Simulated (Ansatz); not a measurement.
## Which isomer of BH2PS gives these data?

These gas-phase data were calculated for one isomer of BH2PS at B3LYP-D4/def2-TZVP (harmonic, unscaled wavenumbers; equilibrium rotational constants with average atomic masses):

```
rotational constants            : 18.78, 6.237, 4.855 GHz
all wavenumbers above 1500 cm⁻¹ : 2752, 2308
dipole moment                   : 0.83 D (PBE0/def2-TZVPD)
```

Candidates:

(1) `B1PS1`, a singlet
(2) `PB=S`, a singlet

Which structure fits?

Candidate (1). 1 mode lies between 2250 and 2520 cm⁻¹, one for each P–H bond, while (2) has 2.

The same quantities for all candidates:

```tsv
	rotational constants (GHz)	wavenumbers above 1500 cm⁻¹	dipole (D)	E above the lowest, B3LYP-D4/def2-TZVP (kcal/mol)
(1)	18.78, 6.237, 4.855	2752, 2308	0.83	9.2
(2)	129.3, 2.515, 2.509	2395, 2387	2.09	0.0
```

Harmonic stretches to hydrogen usually lie a few per cent above observed fundamentals. Each candidate is one conformer. Programs: Ansatz 0.2.0.
